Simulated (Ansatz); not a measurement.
# AlClH2O: a saddle search

Aim: find the first-order saddle near the start with the program's own search, from a guess of the mode.

Computed with Ansatz 0.2.0, Gaussian basis. Level: BLYP-D4/cc-pVDZ.

### Step 1. The starting structure

The start, a known saddle point with all atoms moved at random by about 0.06 Å a coordinate: 5 atoms, charge 0, spin multiplicity 1.

Atoms are counted from 1 here; the program's logs count them from 0.

Bond lengths: Al1–Cl2 2.570 Å, Al1–H3 1.736 Å, Al1–O4 1.738 Å, O4–H5 1.042 Å. Angles: Cl2–Al1–H3 41.4°, Cl2–Al1–O4 106.6°, H3–Al1–O4 147.6°, Al1–O4–H5 129.4°.

Geometry (Å):

```mol
AlClH2O
  3D, bonds by distance, orders not assigned

  5  4  0  0  0  0  0  0  0  0999 V2000
    0.6632    0.3251    0.5081 Al  0  0
    0.2806   -1.5411   -1.2174 Cl  0  0
    1.5987   -0.8201   -0.4018 H   0  0
   -0.8775    1.0875    0.7662 O   0  0
   -1.7885    0.9147    0.2903 H   0  0
  1  2  8  0
  1  3  8  0
  1  4  8  0
  4  5  8  0
M  END
```

### Step 2. The search

Contents of run/in.yaml:

```yaml
crystal:
  periodic: [false, false, false]
  atoms:
    - {symbol: Al, position_ang: [0.663245, 0.325073, 0.508141]}
    - {symbol: Cl, position_ang: [0.280577, -1.541090, -1.217373]}
    - {symbol: H, position_ang: [1.598712, -0.820093, -0.401781]}
    - {symbol: O, position_ang: [-0.877484, 1.087499, 0.766244]}
    - {symbol: H, position_ang: [-1.788500, 0.914745, 0.290290]}
basis:
  gaussian: {orbitals: cc-pVDZ}
hamiltonian: {xc: {name: BLYP}, dispersion: d4}
saddle:
  f_tol: 0.05
  max_steps: 40
  mode_guess:
    - [0.2472, 0.4027, 0.4033]
    - [0.3609, -0.0721, 0.0192]
    - [-0.5042, -0.2855, -0.3616]
    - [-0.0880, -0.0217, -0.0509]
    - [-0.0159, -0.0234, -0.0100]
```

Started as:

```sh
> ansatz run in.yaml --threads 2 --pin off --events-out ev --progress --plain --max-ram 4352MiB
```

The program printed (excerpt; [...] marks lines left out):

```text
Functional definition: BLYP
  name "BLYP"
  cite "Becke, Phys. Rev. A 38, 3098 (1988) doi:10.1103/PhysRevA.38.3098"
  cite "Lee, Yang & Parr, Phys. Rev. B 37, 785 (1988) doi:10.1103/PhysRevB.37.785"
[...]
768 factors; their error is unknown
[...]
mean field -21199.21879171 eV, -779.0569212487 hartree, gradient 1.4e-5 eV, S^2 0.000000; 0 other end points of the search recorded, 0 dependent functions left out
[...]
reference -21199.21908228 eV, -779.0569319269 hartree; 20, 20 occupied and 40, 40 virtual orbitals, 768 factors
[... from here to the last solve, the lines of the solves are left out (48 solves) ...]
saddle step   1: F+E_penalty+E_count = -21199.40006836 eV  max|allowed force component| = 2.309e0 eV/Å  curvature = -7.2397 eV/Å²  mode residual = 8.14e-1 eV/Å²  Δτ_max = 0.0000 Å  (1 rotations, 3 force calls, 71 SCF iters)  cluster: 3 rotations left out, max|force component along them| = [...]
saddle step   5: F+E_penalty+E_count = -21199.52084846 eV  max|allowed force component| = 4.292e-2 eV/Å  curvature = -6.9612 eV/Å²  mode residual = 3.81e-1 eV/Å²  Δτ_max = 0.0366 Å  (1 rotations, 6 force calls, 136 SCF iters)  cluster: 3 rotations left out, max|force component along them| [...]
saddle step   6: F+E_penalty+E_count = -21199.52112928 eV  max|allowed force component| = 1.586e-2 eV/Å  curvature = -7.0452 eV/Å² (error put at 0.0019; -7.0469 at half of saddle.amplitude)  mode residual = 2.97e-1 eV/Å²  Δτ_max = 0.0124 Å  (1 rotations, 31 force calls, 636 SCF iters)  [...]
Total energy: -21199.52141585 eV, -779.0680424808 hartree
Atom 0 at     0.627836     0.354824     0.462114 Å, force     0.004475    -0.002482    -0.000257 eV/Å
Atom 1 at     0.298214    -1.571232    -1.286640 Å, force    -0.000437    -0.001180    -0.001937 eV/Å
Atom 2 at     1.553804    -0.821567    -0.332035 Å, force    -0.000477     0.001325     0.001552 eV/Å
Atom 3 at    -0.891017     1.143865     0.776660 Å, force    -0.015862    -0.001266    -0.007429 eV/Å
Atom 4 at    -1.712287     0.860244     0.325422 Å, force     0.012302     0.003603     0.008070 eV/Å
Dipole moment:    -0.046700     0.253360     0.206248 e Å
```

It took 22 s on 2 threads of Arm Neoverse V2, shared host.

Relaxation path:

```
step  energy from step 1 (eV)  largest force component (eV/Å)
   1                   0.0000                          2.3088
   2                  -0.0908                          1.1672
   3                  -0.1113                          0.1756
   4                  -0.1153                          0.1402
   5                  -0.1208                          0.0429
   6                  -0.1211                          0.0159
```

Distances of close pairs at the start and the end, largest changes first:

```
   bond  before (Å)  after (Å)  change (Å)
  O4–H5       1.042      0.979      -0.063
Al1–Cl2       2.570      2.622      +0.052
 Al1–H3       1.736      1.695      -0.042
 Al1–O4       1.738      1.740      +0.002
```

### Step 3. Summary of results

```
                  quantity         value
                     steps             6
             energy change  -11.7 kJ/mol
        last largest force   0.0159 eV/Å
       RMSD from the start       0.078 Å
RMSD from the known saddle       0.048 Å
```

In words: It converged in 6 steps at a force tolerance of 0.05 eV/Å. It is back at the known saddle, up to the shift that another level brings.
